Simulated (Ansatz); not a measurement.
Bulk modulus of some solids

Method: PBE-D4 in Ansatz (PAW). References are measured values corrected to a static lattice. The table is a random draw of 6 from 8 solids with such references.

Values in GPa.

```
solid                           reference  PBE-D4  error (%)
--------------------------  -------------  ------  ---------
bcc Mo                      265 (265–278)     273       +3.0
zinc-blende AlAs                       75    73.5       -2.0
body-centred tetragonal In          44.7¶    41.9       -6.3
zinc-blende BP              176 (168–176)     171       -2.8
fcc Cu                                144     164      +13.9
fcc Ag                      110 (104–111)     110        0.0
```

Over these 6 solids the mean error is +1.0 %, the mean absolute error 4.7 % (median 2.9 %), and the worst case fcc Cu at +13.9 %; the value is too low in 3 of 6 cases. Over all 8, from unrounded values, the mean error is +0.1 % and the mean absolute error 4.6 % (median 3.2 %).

All these references are brought to a static lattice.

Spin–orbit coupling is left out, also for the solids with elements from indium on (body-centred tetragonal In); its size isn't shown.

¶ marks references of a special kind: body-centred tetragonal In, 44.7 GPa (measured, copied from a table, unchecked, extrapolated to 0 K and zero-point effects removed; as tabulated in Lejaeghere et al. (2013), arXiv:1204.2733).

In Ansatz's fits of the non-cubic solids, shape and atoms are relaxed at each volume.

Brackets give the range of the sources taken for a reference, where it is wide; it can hold other temperatures.

Differences are worked out from the printed values.

Each level is taken at its own relaxed cell. Ansatz's density-functional and Hartree–Fock values are scalar-relativistic unless marked +SOC, with PAW data made under PBE.

Ansatz's runs of these crystals have no spin polarisation.

Not in this set, of the solids of all kinds but layered and molecular ones with a reference value in our tables and a result at some level: 86 for a reference at room or unstated temperature; 61 for no value at PBE-D4 (not run, a failed fit, an unstable or unbound cell, or a value held back for tests); 23 for sources at odds; 6 for a high-temperature or high-pressure phase; 1 for a value of another source that differs by over 15 % in a way that heat doesn't explain. These can be a level's best or worst cases. At least 25 more with a reference value are held back for tests. Solids without a released value at any level aren't counted. The metals Ce to Yb are counted apart.

References as tabulated in Mejia-Rodriguez and Trickey (2018), arXiv:1807.09216; doi:10.1021/acs.jctc.3c00612; Lejaeghere et al. (2013), arXiv:1204.2733; Goldzak et al. (2022), arXiv:2208.04865 and others.

Ansatz is a program for electronic structure.
